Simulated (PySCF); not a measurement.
# Core-level binding energies of `[BH3-][PH2+]F`

Species: BFH5P.
Cartesian coordinates in Å at the PBE0-D3(BJ)/def2-SVP level; atoms count from 1:
```
atom  x, y, z in Å
B1     1.0572    0.2679   -0.0085
P2    -0.7593   -0.1222   -0.0498
F3    -1.8537    0.8158   -0.7520
H4     1.2223   -0.7894    0.6293
H5     1.5263    0.2073   -1.1260
H6     1.2672    1.2517    0.6698
H7    -1.3444   -0.2882    1.2287
H8    -1.0661   -1.3678   -0.6486
```

Method used: delta-SCF UKS SCAN, pcX-2 on the ionised atom, pcseg-1 elsewhere, spin-free X2C (PySCF). These are vertical core ionisation energies against the vacuum level, from separate self-consistent calculations with and without the core hole.

Question: Give the core binding energies atom by atom.

Answer: 
```csv
atom(s),environment,level,binding energy (eV),count
P2,"phosphorus bonded to B, F and 2 H",P 1s,2153.45,1
F3,phosphorus-bound fluorine,F 1s,693.42,1
B1,four-coordinate boron,B 1s,194.28,1
```

Question: Give the binding energy of P 1s of P2 in hartree and in kJ/mol.

Answer: 2153.45 eV = 79.1378 Eh = 207776 kJ/mol.

Question: What is the longest wavelength that can ionise P 1s of P2 vertically?

Answer: λ = hc/E = 12398.42 eV Å / 2153.45 eV = 5.757 Å.

Not every level is listed. Geometry: PBE0-D3(BJ)/def2-SVP; no solvent, vibrations or thermal averaging.

The run took 11 s of wall time on Arm Neoverse V1, one thread, shared host, and the process peaked at 0.35 GiB of memory.
